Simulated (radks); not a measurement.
**Valence configurations of O²⁺**

Aim: which of several valence configurations of O²⁺ lies lowest at this level, and whether it is the one NIST lists ([He] 2s2 2p2).

Method: scalar-relativistic Kohn-Sham, LDA (Slater exchange, Perdew-Wang correlation), spin-polarised, spherical densities, point nucleus; open shells are filled with parallel spins first. Code: radks (a radial shooting solver on a logarithmic mesh, Libxc functionals) version 1.

### 1 Starting point

| Property | Result |
| --- | --- |
| element | oxygen (Z = 8) |
| charge | +2 |
| electrons | 6 |
| configuration | [He] 2s2 2p2 |
| others tried | 2s1 2p3; 2s1.5 2p2.5; 2p4; 2s0.5 2p3.5 |

The outer shells:

O²⁺
```
[He] core
2s [↑↓]
2p [↑ ][↑ ][  ]
```

### 2 [He] 2s2 2p2

Input:

```text
Z 8
configuration [He] 2s2 2p2
relativity scalar-relativistic
functional lda,pw
spin polarised
nucleus point
c 137.035999084
```

### 3 [He] 2s1 2p3

Input:

```text
Z 8
configuration [He] 2s1 2p3
relativity scalar-relativistic
functional lda,pw
spin polarised
nucleus point
c 137.035999084
```

### 4 [He] 2s1.5 2p2.5

Input:

```text
Z 8
configuration [He] 2s1.5 2p2.5
relativity scalar-relativistic
functional lda,pw
spin polarised
nucleus point
c 137.035999084
```

### 5 [He] 2p4

Input:

```text
Z 8
configuration [He] 2p4
relativity scalar-relativistic
functional lda,pw
spin polarised
nucleus point
c 137.035999084
```

### 6 [He] 2s0.5 2p3.5

Input:

```text
Z 8
configuration [He] 2s0.5 2p3.5
relativity scalar-relativistic
functional lda,pw
spin polarised
nucleus point
c 137.035999084
```

Q: Predict the outcome of this session. Wanted: for each run, valence; E − E(NIST configuration); moment; highest level; its energy; 1s shift.

As calculated:

```csv
valence,E − E(NIST configuration) (eV),moment (μB),highest level,its energy (eV),1s shift (eV)
2s2 2p2,0.000,2,2p up,-45.140,+0.00
2s1.5 2p2.5,4.435,3,2p up,-45.528,+0.49
2s1 2p3,7.361,4,2p up,-45.737,+1.21
2s0.5 2p3.5,19.203,3,2p down,-38.009,+1.19
2p4,29.554,2,2p down,-39.866,+1.48
```

What this shows: Theory agrees with NIST among these: the next, 2s1.5 2p2.5, lies 4.435 eV higher. The energies are those of spherical high-spin densities, not of single terms. The 1s eigenvalue shifts by up to 1.48 eV as the valence charge is rearranged.
